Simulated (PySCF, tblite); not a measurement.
# A complex of Li+ and ammonia

A gas-phase complex of Li+ and ammonia; charge +1, singlet. The structure comes from a short search (6 tight-binding starts) and was relaxed by PBE0-D3(BJ)/def2-TZVPD; another way of binding may lie lower. Frequencies by PBE0-D3(BJ)/def2-TZVPD show no clear imaginary mode.

```csv
part,name,SMILES,atoms,charge,multiplicity
1,Li+,[Li+],1,+1,1
2,ammonia,N,2–5,0,1
```

| atom | part | x (Å) | y (Å) | z (Å) |
| --- | --- | --- | --- | --- |
| Li1 | 1 | 0.731 | -2.625 | -0.013 |
| N2 | 2 | -0.207 | -1.604 | -1.396 |
| H3 | 2 | -0.185 | -0.596 | -1.249 |
| H4 | 2 | -1.195 | -1.838 | -1.471 |
| H5 | 2 | 0.168 | -1.742 | -2.333 |

Contacts between parts, classed by geometry: Li1···N2 1.958 Å (ion contact).

Interaction energies are complex less parts, with the parts frozen as they stand in it; counterpoise-corrected, in kcal/mol (PySCF).

Problem. Give the interaction energy at each level run.

Solution. 
| level | interaction | superposition error removed |
| --- | --- | --- |
| wB97M-D3(BJ)/def2-TZVPD | -40.81 | -0.16 |
| PBE0-D3(BJ)/def2-TZVPD | -41.27 | -0.13 |

Problem. What holds them together? Decompose the wB97M-D3(BJ)/def2-TZVPD energy: frozen parts, their antisymmetrised product, then relaxation.

Solution. electrostatic -41.6, Pauli repulsion +16.7, orbital relaxation -15.4, dispersion correction -0.8 kcal/mol, which sum to the value before the counterpoise correction; the Pauli term holds the exchange-correlation of the frozen density too. Of the attraction, 72 % is electrostatic, 27 % is orbital relaxation, 1 % is dispersion correction.

The parts were also relaxed and run alone, at the levels used for the complex: shieldings by PBE0/pcSseg-2; core levels by delta-SCF with SCAN, pcX-2 on the ionised atom and pcseg-1 elsewhere, spin-free X2C.

Values alone: shielding of Li1 (ppm): 95.2; shielding of N2 (ppm): 263.7; N2 1s core level (eV): 405.54.

Problem. How do these values change when the complex forms?

Solution. 
| property | alone | in the complex | change |
| --- | --- | --- | --- |
| shielding of Li1 (ppm) | 95.2 | 91.0 | -4.2 |
| shielding of N2 (ppm) | 263.7 | 257.3 | -6.4 |
| N2 1s core level (eV) | 405.54 | 412.02 | +6.48 |
